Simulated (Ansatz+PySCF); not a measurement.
Values are calculated unless marked as measured or tabulated.
## PySCF 2.14.0 run

```python
from pyscf import gto, scf

mol = gto.M(atom="""
H 0.000000 0.000000 1.591680
C 0.000000 0.000000 0.397100
C 1.570070 0.000000 -0.101970
C -0.785030 1.359720 -0.101970
C -0.785030 -1.359720 -0.101970
H 1.637190 0.000000 -1.291700
H 2.152310 0.960770 0.289380
H 2.152310 -0.960770 0.289380
H -0.818600 1.417850 -1.291700
H -1.908210 1.383570 0.289380
H -0.244100 2.344340 0.289380
H -0.818600 -1.417850 -1.291700
H -0.244100 -2.344340 0.289380
H -1.908210 -1.383570 0.289380
""", basis='def2-svp', charge=0, spin=0)
mf = scf.UHF(mol)
mf.init_guess = 'huckel'
mf.kernel()
while True:  # follow internal instabilities
    mo, _, stable, _ = mf.stability(return_status=True)
    if stable: break
    mf.kernel(mf.make_rdm1(mo, mf.mo_occ))
print(mf.converged, mf.e_tot, mf.spin_square()[0])
```

The script is written out from the run's settings.

The run gave:

* Converged: yes
* Total energy: -157.11363 hartree
* Spin squared of the determinant: 0.000
